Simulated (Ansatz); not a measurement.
Process, species as SMILES: FCl (F-Cl) → ClF+ (doublet, bonded as FCl) + e-
B3LYP-D3(BJ)/def2-TZVP geometries, fixed; electronic energies without zero-point terms.

Basis-set convergence of the adiabatic ionisation energy at B3LYP with Ansatz (an electronic-structure program). Cartesian d functions, on some or all atoms, in 6-31G**, 6-311G**; all else is spherical. The program fits the integrals of some runs and decomposes those of others, by size. Open shells are unrestricted. No added dispersion term, no relativity. Functions are those of the species that has most. Reference: the value in aug-cc-pV(5+d)Z, 12.574 eV, itself unsure by roughly 0.003 eV (its mean distance from pcseg-4, aug-pcseg-3, aug-cc-pV(Q+d)Z). Deviations are taken from unrounded values.

```
basis            functions
---------------  ---------
STO-3G                  14
3-21G                   22
6-31G                   22
6-31G**                 34
6-311G**                45
aug-pcseg-1             50
aug-cc-pV(D+d)Z         55
jun-cc-pV(T+d)Z         87
aug-pcseg-2             96
aug-cc-pV(T+d)Z        101
aug-cc-pV(Q+d)Z        169
aug-pcseg-3            174
aug-cc-pV(5+d)Z        263
```

Task: Which is the smallest set listed that can be trusted to 0.1 eV here, that is, within that of the reference together with its larger relatives (same family, alike in diffuse functions; a set with none to test it counts only in the reference's own line)?

Result: The smallest set listed that lies within 0.1 eV of the reference with all its larger relatives (same family, alike in diffuse functions; a set with none counts only in the reference's own line) is jun-cc-pV(T+d)Z (87 functions, 0.026 eV off). Inside the window by cancellation, since a larger relative falls out: 6-31G**. Value minus reference: STO-3G -1.151, 3-21G 0.262, 6-31G 0.649, 6-31G** -0.083, 6-311G** 0.148, aug-pcseg-1 0.259, aug-cc-pV(D+d)Z 0.142, jun-cc-pV(T+d)Z 0.026, aug-pcseg-2 0.039, aug-cc-pV(T+d)Z 0.022, aug-cc-pV(Q+d)Z 0.007, aug-pcseg-3 0.001, aug-cc-pV(5+d)Z 0.000 eV.
